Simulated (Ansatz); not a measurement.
**Band gap of SiSe₂ (Ibam, No. 72) at several levels of theory**

No measured value is used here.

| level (code) | value (eV) | cell (Å³/atom) |
|---|---|---|
| LDA (Ansatz) | 1.63 (indirect) | 28.28 |
| PBE (Ansatz) | 2.22 | 36.76 |
| PBE+SOC (Ansatz) | 1.79 (indirect) | 28.28 |
| PBEsol (Ansatz) | 1.67 | 28.61 |
| PBE-D3(BJ) (Ansatz) | 1.48 | 27.03 |
| PBE-D4 (Ansatz) | 1.46 | 26.84 |
| HSE06 (Ansatz) | 2.65 | 28.60 |
| PBE0 (Ansatz) | 3.36 | 28.60 |

Computed values are for a static lattice. Levels without +SOC have no spin–orbit coupling; where heavier elements are present it shifts gaps, mostly down, and can invert bands.  PBE, PBEsol, PBE-D3(BJ), PBE-D4, HSE06, PBE0: the gap is read on the k mesh or supercell of the run alone and can be too large. Values are at the level's own equilibrium cell; LDA at the measured cell; PBE+SOC at the measured cell; HSE06 at the PBEsol cell; PBE0 at the PBEsol cell. Cutoffs and k meshes differ between the levels. Ansatz's density-functional and Hartree–Fock values are scalar-relativistic unless marked +SOC, with PAW data made under PBE.

Ansatz is a program for electronic structure.
